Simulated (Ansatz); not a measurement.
**Arsenic, grey arsenic (A7): convergence with cold smearing**

Computed with Ansatz, PBE, scalar-relativistic PAW, on the relaxed cell (a = 3.807 Å, c = 10.824 Å (c/a = 2.843); spin not included). Errors count from a run at 420 eV on a Γ-centred 16×16×16 mesh with Fermi-Dirac smearing of 0.1 eV, extrapolated to zero width. Fixed here: cutoff 420 eV, mesh 10×10×10. The SCF starts from atomic densities corrected by a trained network.

| width (eV) | E(σ→0) error (meV/atom) | F error (meV/atom) | P (GPa) | SCF iterations |
| --- | --- | --- | --- | --- |
| 0.03 | -2.4 | -2.4 | -0.01 | 5 |
| 0.1 | -2.5 | -2.5 | 0.00 | 7 |
| 0.2 | -2.7 | -2.5 | 0.00 | 7 |
| 0.3 | -2.8 | -2.0 | -0.01 | 7 |
| 0.6 | -1.8 | 2.3 | -0.09 | 7 |
| 1.0 | -3.3 | 17.5 | -0.61 | 6 |

What does the run at 0.01 give (width)?

E(σ→0) error (meV/atom): -2.4; F error (meV/atom): -2.4; P (GPa): 0.00; SCF iterations: 5.
